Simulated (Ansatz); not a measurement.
## Nudged elastic band run: CH$_{3}$NSi

Input:

```yaml
crystal:
  periodic: [false, false, false]
  atoms:
    - { symbol: C, position_ang: [-0.432538, -0.937205, -0.130934] }
    - { symbol: "N", position_ang: [0.819231, -1.019517, 0.282321] }
    - { symbol: Si, position_ang: [0.201979, 0.705086, 0.039943] }
    - { symbol: H, position_ang: [-1.166046, -1.724977, -0.354054] }
    - { symbol: H, position_ang: [0.692751, 1.429568, -1.103882] }
    - { symbol: H, position_ang: [-0.073276, 1.482946, 1.220306] }
basis:
  gaussian: { orbitals: STO-3G }
hamiltonian:
  xc: pbe0
  dispersion: d4
neb:
  order_check: false
  images: 2
  f_tol: 0.05
  max_iterations: 60
  climbing: true
  final_atoms:
    - { symbol: C, position_ang: [-1.33883182, -0.58282965, -0.438313] }
    - { symbol: "N", position_ang: [-0.1100082, -0.93922137, -0.02473681] }
    - { symbol: Si, position_ang: [-0.02955464, 0.81549114, -0.03889486] }
    - { symbol: H, position_ang: [0.28751027, -1.89688314, 0.12848154] }
    - { symbol: H, position_ang: [0.99027781, 1.24352121, -0.9704401] }
    - { symbol: H, position_ang: [0.24270759, 1.29582281, 1.29760323] }
  initial_path:
    images:
      - { positions_ang: [[-0.432538, -0.937205, -0.130934], [0.819231, -1.019517, 0.282321], [0.201979, 0.705086, 0.039943], [-1.166046, -1.724977, -0.354054], [0.692751, 1.429568, -1.103882], [-0.073276, 1.482946, 1.220306]] }
      - { positions_ang: [[-0.69856889, -0.7909922, -0.21907988], [0.47164637, -0.96906967, 0.17048613], [0.04021172, 0.80006253, -0.01092832], [-0.70634014, -1.89693854, -0.2091336], [0.85473391, 1.36375369, -1.08203317], [0.08041802, 1.42908519, 1.30438884]] }
      - { positions_ang: [[-1.00066683, -0.67286709, -0.32153955], [0.16189997, -0.94230446, 0.06813352], [-0.03696616, 0.83686425, -0.03720761], [-0.22182138, -1.95424059, -0.04828841], [0.95390951, 1.3017381, -1.03755254], [0.18574588, 1.3667108, 1.33015458]] }
      - { positions_ang: [[-1.33883182, -0.58282965, -0.438313], [-0.1100082, -0.93922137, -0.02473681], [-0.02955464, 0.81549114, -0.03889486], [0.28751027, -1.89688314, 0.12848154], [0.99027781, 1.24352121, -0.9704401], [0.24270759, 1.29582281, 1.29760323]] }
```

Run as:

```bash
$ ansatz run input.yaml --threads 1 --pin off --max-ram 2048MiB --backend cpu --events-out ev --progress --plain --runs-dir out
```

Output, in part (warnings, iteration lines, the closing report on the highest movable image, with atoms numbered from 0):

```
NEB end point (image 0): max|allowed force component| = 4.072e-3 eV/Å (the criterion of neb.relax_end_points is 1.000e-2)
NEB end point (image 3): max|allowed force component| = 2.868e-3 eV/Å (the criterion of neb.relax_end_points is 1.000e-2)
NEB iter   1: max|band force component| = 6.888e0 eV/Å  barrier→ = 4.1371 eV  barrier← = 2.6867 eV  Δτ_max = 0.1174 Å  (86 SCF iters)
NEB iter   2: max|band force component| = 1.356e0 eV/Å  barrier→ = 3.5160 eV  barrier← = 2.0656 eV  Δτ_max = 0.0760 Å  (52 SCF iters)
NEB iter   3: max|band force component| = 5.803e-1 eV/Å  barrier→ = 3.3188 eV  barrier← = 1.8683 eV  Δτ_max = 0.1953 Å  (51 SCF iters)
NEB iter   4: max|band force component| = 5.993e-1 eV/Å  barrier→ = 3.1098 eV  barrier← = 1.6593 eV  Δτ_max = 0.1016 Å  (52 SCF iters)
NEB iter   5: max|band force component| = 2.237e0 eV/Å  barrier→ = 2.9981 eV  barrier← = 1.5477 eV  CI = image 2  Δτ_max = 0.1009 Å  (52 SCF iters)
NEB iter   6: max|band force component| = 2.270e0 eV/Å  barrier→ = 3.1299 eV  barrier← = 1.6795 eV  CI = image 2  Δτ_max = 0.2000 Å  (52 SCF iters)
NEB iter   7: max|band force component| = 2.343e0 eV/Å  barrier→ = 3.2628 eV  barrier← = 1.8124 eV  CI = image 2  Δτ_max = 0.2000 Å  (59 SCF iters)
NEB iter   8: max|band force component| = 1.596e0 eV/Å  barrier→ = 3.5371 eV  barrier← = 2.0866 eV  CI = image 2  Δτ_max = 0.1986 Å  (59 SCF iters)
NEB iter   9: max|band force component| = 1.286e0 eV/Å  barrier→ = 3.9295 eV  barrier← = 2.4791 eV  CI = image 2  Δτ_max = 0.1972 Å  (61 SCF iters)
NEB iter  10: max|band force component| = 2.931e0 eV/Å  barrier→ = 4.1881 eV  barrier← = 2.7376 eV  CI = image 2  Δτ_max = 0.0987 Å  (59 SCF iters)
NEB iter  11: max|band force component| = 2.793e0 eV/Å  barrier→ = 3.9447 eV  barrier← = 2.4942 eV  CI = image 2  Δτ_max = 0.1977 Å  (56 SCF iters)
NEB iter  12: max|band force component| = 1.402e0 eV/Å  barrier→ = 3.8328 eV  barrier← = 2.3823 eV  CI = image 2  Δτ_max = 0.1441 Å  (59 SCF iters)
NEB iter  13: max|band force component| = 3.005e-1 eV/Å  barrier→ = 3.8538 eV  barrier← = 2.4034 eV  CI = image 2  Δτ_max = 0.0419 Å  (54 SCF iters)
NEB iter  14: max|band force component| = 2.552e-1 eV/Å  barrier→ = 3.8398 eV  barrier← = 2.3894 eV  CI = image 2  Δτ_max = 0.0260 Å  (55 SCF iters)
NEB iter  15: max|band force component| = 1.824e-1 eV/Å  barrier→ = 3.8378 eV  barrier← = 2.3874 eV  CI = image 2  Δτ_max = 0.0174 Å  (56 SCF iters)
NEB iter  16: max|band force component| = 1.470e-1 eV/Å  barrier→ = 3.8359 eV  barrier← = 2.3854 eV  CI = image 2  Δτ_max = 0.0104 Å  (56 SCF iters)
NEB iter  17: max|band force component| = 1.130e-1 eV/Å  barrier→ = 3.8350 eV  barrier← = 2.3845 eV  CI = image 2  Δτ_max = 0.0108 Å  (57 SCF iters)
NEB iter  18: max|band force component| = 6.096e-2 eV/Å  barrier→ = 3.8345 eV  barrier← = 2.3840 eV  CI = image 2  Δτ_max = 0.0058 Å  (56 SCF iters)
NEB iter  19: max|band force component| = 1.908e-2 eV/Å  barrier→ = 3.8344 eV  barrier← = 2.3840 eV  CI = image 2  Δτ_max = 0.0000 Å  (89 SCF iters)
Total energy: -10317.43348878 eV, -379.1586873051 hartree
Atom 0 at    -1.103359    -0.763187    -0.096711 Å, force    -0.010191     0.003008    -0.006488 eV/Å
Atom 1 at     0.174115    -1.011045     0.507376 Å, force     0.008672    -0.001450     0.012085 eV/Å
Atom 2 at     0.043731     0.751527    -0.060050 Å, force     0.000643     0.002158     0.000390 eV/Å
Atom 3 at    -0.222499    -1.587587    -0.581008 Å, force     0.001508    -0.001966    -0.004125 eV/Å
Atom 4 at     1.105195     1.055069    -0.989489 Å, force    -0.002806     0.000466    -0.000286 eV/Å
Atom 5 at     0.044918     1.491123     1.173582 Å, force     0.002174    -0.002215    -0.001577 eV/Å
Dipole moment:     0.200657     0.230018    -0.182832 e Å
```

The forces met the threshold. Neighbouring images differ by up to 2.7 eV, so the band resolves the path poorly. Another band between the same ends (5 images) ends at a top of the same energy, where a vibrational analysis finds 1 clearly imaginary mode. So few images can step over the top or miss a turn of the path. The orbitals stay closed-shell, which can raise the energy where a bond breaks towards radicals; this wasn't checked here. Limits of this set-up: minimal basis.

Final band (atoms are numbered from 1 in the order of the input):

| image | path coordinate (Å) | energy (eV) | C1–H4 (Å) | N2–H4 (Å) |
| --- | --- | --- | --- | --- |
| 0 | 0.00 | 0.00 | 1.10 | 2.20 |
| 1 | 0.73 | 1.13 | 1.08 | 1.94 |
| 2 | 1.46 | 3.83 | 1.30 | 1.29 |
| 3 | 2.71 | 1.45 | 2.17 | 1.05 |

Time of the run: 28 s on 1 thread of Arm Neoverse V2 (shared host), peak memory 0.08 GiB.
